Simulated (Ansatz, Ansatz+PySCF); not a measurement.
```yaml
atoms:
  - { symbol: C, position_ang: [0.0000, -0.0406, -0.5353] }
  - { symbol: N, position_ang: [0.0000, -0.0652, 0.6275] }
  - { symbol: H, position_ang: [0.0000, 0.8132, 0.9736] }
  - { symbol: H, position_ang: [0.0000, -0.9157, -1.0482] }
  - { symbol: H, position_ang: [0.0000, 0.8024, -1.1065] }
```

RHF-MP2 on singlet CH3N was run in several spherical basis sets with Ansatz (development build ahead of 0.2.0). Frozen core: 2 orbitals. Caution for RHF-MP2: no unrestricted run beside it, a lower state can exist.

**Question.** Rank the basis sets by the total energy that they give, lowest first, with the distance from the lowest.
A. def2-TZVP
B. cc-pVDZ
C. 6-31G(d)
D. cc-pVTZ
E. def2-SVP

**Answer.** D (0.00 eV), A (0.22 eV), B (2.94 eV), C (3.64 eV), E (5.01 eV).

Totals follow the description of the cores as much as that of the bonds, so this order isn't one of quality for chemistry.
